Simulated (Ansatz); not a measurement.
`N=C(Cl)C=O` + H₂ → `N=CCl` + `C=O` at 298.15 K and 1 bar (hydrogenolysis of a C–C bond).

Gas-phase electronic energies from Ansatz, PBE0-D4/def2-TZVP geometries. CBS: MP2 limit from def2 TZ/QZ plus the TZ coupled-cluster correction, frozen cores. This one scheme is used for every species. One conformer a species, not always the lowest.

```tsv
species	CCSD(T)/CBS energy (Eh)	H − E (kJ/mol)	S (J/(mol·K))
`N=C(Cl)C=O`	-666.91981	124.4	306.7
H₂	-1.17544	35.1	130.4
`N=CCl`	-553.70684	94.3	259.9
`C=O`	-114.39408	80.1	218.6
```

H − E and S are ideal-gas, rigid-rotor, harmonic terms from PBE0-D4/def2-TZVP, for one conformer and one mirror image of each species. The MP2-based limit puts H₂ 0.8 mEh under its directly extrapolated value; such offsets cancel only in part. 1 Eh = 2625.50 kJ/mol, R = 8.31446 J/(mol·K).

**Question.** By hand: ΔE, ΔH, ΔS and ΔG.

**Answer.** ΔE = (-553.70684) + (-114.39408) − (-666.91981) − (-1.17544) = -0.00567 Eh = -14.9 kJ/mol. Δ(H − E) = 94.3 + 80.1 − 124.4 − 35.1 = 14.9, so ΔH = 0.0 kJ/mol. ΔS = 259.9 + 218.6 − 306.7 − 130.4 = 41.4 J/(mol·K). ΔG = 0.0 − 298.15 × (41.4)/1000 = -12.3 kJ/mol.

**Question.** By hand: the equilibrium constant, and the temperature at which ΔG would vanish if ΔH and ΔS stayed fixed.

**Answer.** log₁₀ K = −ΔG/(RT ln 10) = 2.2. With ΔH or ΔS at zero there is no such temperature.

TΔS isn't small against ΔH here. A doubt of 5 kJ/mol in ΔE shifts log₁₀ K by 0.9 here. Other conformers and mirror images would add mixing entropy, several J/(mol·K) or more a flexible species. These are equilibria of isolated gas molecules and say nothing of rates. Largest T1 diagnostic: 0.015 (customary marks: 0.02 for closed shells, 0.045 for open ones).
